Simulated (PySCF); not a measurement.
**What an electron can do to SiB**

CCSD(T) in PySCF with def2-TZVPPD on every atom, for the lowest determinant that a PBE0 search found; no spin–orbit coupling.

```
species  state (unpaired electrons)  Re (Å)  ωe (cm⁻¹)  energy of the minimum from the neutral (eV)  De (eV)  dissociates to
    SiB         quartet (σ ↑, π ↑↑)   1.921        739                                         0.00     3.16          Si + B
   SiB⁺          triplet (σ ↑, π ↑)   2.114        518                                         8.83     2.44         Si⁺ + B
```

Task: Work out the lowest energy to break SiB into atoms, from its vibrational ground state.

Result: D0 = De − ωe/2 = 3.16 − 0.05 = 3.11 eV (CCSD(T)/def2-TZVPPD).

Task: Work out the ionisation energy of the Si atom at this level and the threshold of dissociative ionisation.

Result: IE(Si) = 8.83 + 2.44 − 3.16 = 8.11 eV, so Si⁺ + B + e⁻ appears at D0 + IE(Si) = 11.22 eV (CCSD(T)/def2-TZVPPD). The measured IE(Si) is 8.152 eV (NIST ASD).

These are thermodynamic thresholds; the onsets seen under electron impact lie higher where the geometry changes, and cross-sections peak well above them.

Correlated steps freeze 6 core orbitals. For an ion De counts to the pair picked by the measured ionisation energies or electron affinities, which need not be the lowest pair at this level. The CCSD T1 diagnostic is raised in SiB, a sign that a single reference may not be enough there. States were picked by a PBE0 search and need not be the measured ground states.
